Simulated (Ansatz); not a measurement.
# CH7BSi: the cost of one run

Program: Ansatz 0.2.0. Level of theory: UKS B3LYP/6-31G*. These are calculated values, not measurements.

## 1. The system as given

Bond lengths: C1–B2 1.525 Å, B2–Si3 1.919 Å, C1–H4 1.054 Å, C1–H5 1.164 Å, C1–H6 1.134 Å, B2–H7 1.188 Å, Si3–H8 1.429 Å, Si3–H9 1.516 Å, Si3–H10 1.504 Å. Angles (14 of 15 angles, heavy atoms first): C1–B2–Si3 116.8°, C1–B2–H7 118.2°, Si3–B2–H7 114.8°, B2–C1–H4 110.9°, B2–C1–H5 110.3°, B2–C1–H6 113.0°, B2–Si3–H8 111.3°, B2–Si3–H9 110.7°, B2–Si3–H10 109.9°, H4–C1–H5 106.7°, H4–C1–H6 110.8°, H5–C1–H6 104.8°, H8–Si3–H9 111.1°, H8–Si3–H10 107.4°.

Structure file:

```xyz
10

C    -1.1216    0.7549   -0.5410
B     0.3444    0.3376   -0.5962
Si    0.9745   -0.7951    0.8193
H    -1.7530   -0.0590   -0.7645
H    -1.3390    1.5748   -1.3385
H    -1.4098    1.2290    0.4475
H     0.8270    0.1199   -1.6598
H     0.4781   -2.1275    0.6764
H     0.6061   -0.2182    2.1725
H     2.4764   -0.8677    0.7873
```

## 2. End point A

The input, input.yaml:

```yaml
crystal:
  periodic: [false, false, false]
  atoms:
    - { symbol: C, position_ang: [-1.1216, 0.7549, -0.541] }
    - { symbol: B, position_ang: [0.3444, 0.3376, -0.5962] }
    - { symbol: Si, position_ang: [0.9745, -0.7951, 0.8193] }
    - { symbol: H, position_ang: [-1.753, -0.059, -0.7645] }
    - { symbol: H, position_ang: [-1.339, 1.5748, -1.3385] }
    - { symbol: H, position_ang: [-1.4098, 1.229, 0.4475] }
    - { symbol: H, position_ang: [0.827, 0.1199, -1.6598] }
    - { symbol: H, position_ang: [0.4781, -2.1275, 0.6764] }
    - { symbol: H, position_ang: [0.6061, -0.2182, 2.1725] }
    - { symbol: H, position_ang: [2.4764, -0.8677, 0.7873] }
magnetization:
  spin_polarized: true
basis:
  gaussian: { orbitals: "6-31G*" }
hamiltonian:
  xc: b3lyp
relax:
  f_tol: 0.02
  max_steps: 50
output:
  orbitals: {}
```

Launch:

```
ansatz run input.yaml --threads 1 --pin off --max-ram 2048MiB --backend cpu --events-out ev --progress --plain --runs-dir out
```

**Question.** How long does this run take on 1 thread of Arm Neoverse V2, shared host, and how much memory does it need?

About 70 s, with a peak of 0.15 GiB.
